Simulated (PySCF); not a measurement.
Species: formyl fluoride, CHFO.
SMILES: `O=CF`

Linear response at B3LYP/def2-SVPD (PySCF, frozen core in the response, non-relativistic). Isolated species at its PBE0-D3(BJ)/def2-SVP geometry, gas phase.

Static isotropic polarisability: 18.07 au (2.68 Å³), principal values 13.4, 18.0, 22.8 au.

What is the polarisability at 1064 nm and at the sodium D line?

18.18 au at 1064 nm (+0.6 %), 18.42 au at 589.3 nm (+1.9 %). The rise at 589.3 nm is 3.33 times that at 1064 nm; a pure ω² law gives 3.26. The lowest singlet lies at 209 nm, shorter than both wavelengths.

What is the isotropic C6 coefficient between two such molecules, C6 = (3/π)∫α(iω)² dω?

168.9 au (Eh·bohr⁶) by a ten-point quadrature over imaginary frequencies, which is 101 eV·Å⁶ or 9.74 J·nm⁶/mol.

Which effective excitation energy ω̄ makes London's formula C6 = (3/4)α²ω̄ exact here?

ω̄ = 4·C6/(3α²) = 0.690 Eh = 18.8 eV. A one-pole form α(ω) = α/(1 − ω²/ω̄²) fitted to the 1064 nm value gives 15.3 eV.

What n − 1 at the D line would an ideal gas of it have at 273.15 K and 1 atm (2.6868 × 10¹⁹ cm⁻³), by n − 1 = 2π·N·α′?

4.61 × 10⁻⁴, a formal value whether or not that pressure can be reached.

What three-body coefficient follows from the one-pole estimate C9 = (3/4)·α·C6?

2290 au. This is an estimate from the two numbers above, not a computed integral.

What molar refraction at the D line follows from R = (4π/3)·N_A·α′, with α′ the polarisability volume?

α′ = 2.73 Å³ gives R = 6.89 cm³/mol, for isolated, non-vibrating species.

What does −C6/R⁶ come to at R = 10 Å between centres?

-9.7 J/mol. This is the leading, orientation-averaged term; C8 and higher terms are left out.
